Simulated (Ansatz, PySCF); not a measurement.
System: sum formula HOCl, charge 0, multiplicity 1. SMILES: OCl
Geometry: optimised at B3LYP-D3(BJ)/def2-TZVP (Ansatz, a program for electronic structure).

Property: atomisation energy (electronic, to ground-state atoms), in eV. Cores are frozen in the correlated levels unless marked. Open shells are spin-unrestricted. No spin-orbit coupling. No relativistic terms. The coupled-cluster limit lacks core correlation, which all-electron functionals hold. CBS(X,Y): correlation extrapolated as X^-3; Hartree-Fock from the larger set.

```
level                          program  atomisation energy (eV)
----------------------  --------------  -----------------------
HF/def2-SVPD                    Ansatz                     3.23
SVWN5/def2-TZVPD                Ansatz                     9.10
TPSS-D4/def2-TZVPD       PySCF + dftd4                     7.21
B3LYP/def2-TZVPD                Ansatz                     7.02
PBE0-D3(BJ)/def2-TZVPD  Ansatz + dftd3                     7.04
PBE0/def2-TZVP                  Ansatz                     6.99
MN15-D3(BJ)/def2-TZVPD   PySCF + dftd3                     7.23
```

Question: What does CCSD(T)/CBS(aug-cc-pV(T+d)Z,aug-cc-pV(Q+d)Z) (Ansatz) give?

Answer: 7.20 eV, so MN15-D3(BJ)/def2-TZVPD differs from it by 0.03 eV.
